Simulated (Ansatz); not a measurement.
```yaml
crystal:
  periodic: [false, false, false]
  atoms:
    - {symbol: Pd, position_ang: [0.000000, 0.000000, 0.000000]}
    - {symbol: Cl, position_ang: [0.000000, 0.000000, 2.410000]}
basis:
  gaussian: {orbitals: def2-TZVP}
magnetization: {spin_polarized: true, initial_magnetization: 3}
hamiltonian: {xc: pbe0}
relax: {f_tol: 0.004, max_steps: 80}
```

```sh
$ ansatz run in.yaml --threads 1 --pin off --events-out ev --progress --plain --max-ram 2176MiB
```

Steps of the relaxation (energy above the last step; positions in Å, forces in eV/Å):

```
2
step 1, 108.2 meV
Pd    0.000    0.000    0.000    0.000    0.000    1.213
Cl    0.000    0.000    2.410    0.000    0.000   -1.213
```

```
2
step 2, 1.8 meV
Pd    0.000    0.000    0.069    0.000    0.000    0.198
Cl    0.000    0.000    2.341    0.000    0.000   -0.198
```

```
2
step 3, 0.1 meV
Pd    0.000    0.000    0.080    0.000    0.000   -0.038
Cl    0.000    0.000    2.330    0.000    0.000    0.038
```

```
2
step 4, 0.0 meV
Pd    0.000    0.000    0.078    0.000    0.000    0.001
Cl    0.000    0.000    2.332    0.000    0.000   -0.001
```

Close pairs at the end: Pd1–Cl2 2.254 Å.

A stationary point of unrestricted PBE0 after 4 steps, with ⟨S²⟩ = 3.755 against 3.75 for a pure state. 53 s on 1 thread of Arm Neoverse V1, shared host.
